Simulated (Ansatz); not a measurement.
The first iterations of a band of AlCl₂H (4 atoms, charge 0, multiplicity 1).

Theory: RKS PBE/def2-SVP (Ansatz 0.2.0).

```
movable images  : 7
climbing image  : yes
spring          : 5.0 eV/Å²
optimiser       : quadratic models (default)
start path      : through a guess of the saddle point
force threshold : 0.05 eV/Å
iteration limit : 60
end points      : relaxed
```

Image 0:

```xyz
4
Properties=species:S:1:pos:R:3
Al 0.321 0.000 0.340
H 0.087 0.000 1.901
Cl 2.269 0.000 -0.458
Cl -1.310 0.000 -0.994
```

Image 8:

```xyz
4
Properties=species:S:1:pos:R:3
Al -1.243 0.000 0.373
H 1.935 0.000 1.753
Cl 2.011 0.000 0.457
Cl -1.337 0.000 -1.795
```

| iteration | highest image above the first end (eV) | largest band force component (eV/Å) |
| --- | --- | --- |
| 1 | 3.254 | 4.444 |
| 2 | 2.733 | 1.128 |

Does the band converge within its limit, and where does its top end?

The forces met the threshold. It ended after 8 iterations with the highest image 2.612 eV above the first end. A vibrational analysis at the climbing image gives one clearly imaginary mode, 828i cm⁻¹: a first-order saddle point. The orbitals stay closed-shell, which can raise the energy where a bond breaks towards radicals; this wasn't checked here.

The run took 76 s on 1 thread of Arm Neoverse V1 (shared host), peak memory 0.1 GiB.
